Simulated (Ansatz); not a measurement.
Ansatz (an electronic-structure program) input (CCSD(T)/def2-SVP):

Ansatz 0.2 input:
```yaml
crystal:
  periodic: [false, false, false]
  atoms:
    - {symbol: C, position_ang: [-0.00000000, 0.00000000, -0.00000000]}
    - {symbol: H, position_ang: [0.62054657, 0.62688914, 0.63896175]}
    - {symbol: H, position_ang: [-0.64285838, -0.62489528, 0.61852983]}
    - {symbol: H, position_ang: [0.63693263, -0.63278043, -0.61664082]}
    - {symbol: H, position_ang: [-0.61462083, 0.63078657, -0.64085076]}
basis:
  gaussian:
    orbitals: def2-SVP
magnetization: {spin_polarized: false}
correlation: {method: ccsd_t, electrons: outside_noble_gas}
```

Output:

```
Functional definition: HF
integrals: 0.01 GiB planned
360 factors; integrals over basis functions are off by at most 7.3e-4 eV
mean field: 0.06 GiB planned
mean field evaluation 1: about -1092.1165 eV, gradient 1.9e1 eV
mean field evaluation 2: about -1092.1169 eV, gradient 1.9e1 eV
mean field evaluation 4: about -1093.0511 eV, gradient 1.4e0 eV
mean field evaluation 8: about -1093.0590 eV, gradient 2.5e-6 eV
mean field -1093.05898720 eV, -40.1691768776 hartree, gradient 4.9e-6 eV, S^2 0.000000; 0 other end points of the search recorded, 0 dependent functions left out
1 core orbitals not correlated
reference -1093.05898720 eV, -40.1691768776 hartree; 4, 4 occupied and 29, 29 virtual orbitals, 360 factors
second order -4.38825391 eV of doubles, -0.00000000 eV of singles
coupled cluster: 0.06 GiB planned
cycle   1  -4.85272223 eV  change   -4.6e-1 eV  update   4.1e-2
cycle   2  -4.99648642 eV  change   -1.4e-1 eV  update   1.2e-2
cycle   3  -5.00932945 eV  change   -1.3e-2 eV  update   3.0e-3
cycle   4  -5.00973641 eV  change   -4.1e-4 eV  update   7.5e-4
cycle   5  -5.00979796 eV  change   -6.2e-5 eV  update   1.5e-4
cycle   6  -5.00982550 eV  change   -2.8e-5 eV  update   2.6e-5
cycle   7  -5.00982976 eV  change   -4.3e-6 eV  update   4.0e-6
perturbative correction -0.10187967 eV, -0.0037440090 hartree
Total energy: -1098.17069663 eV, -40.3570287344 hartree
```
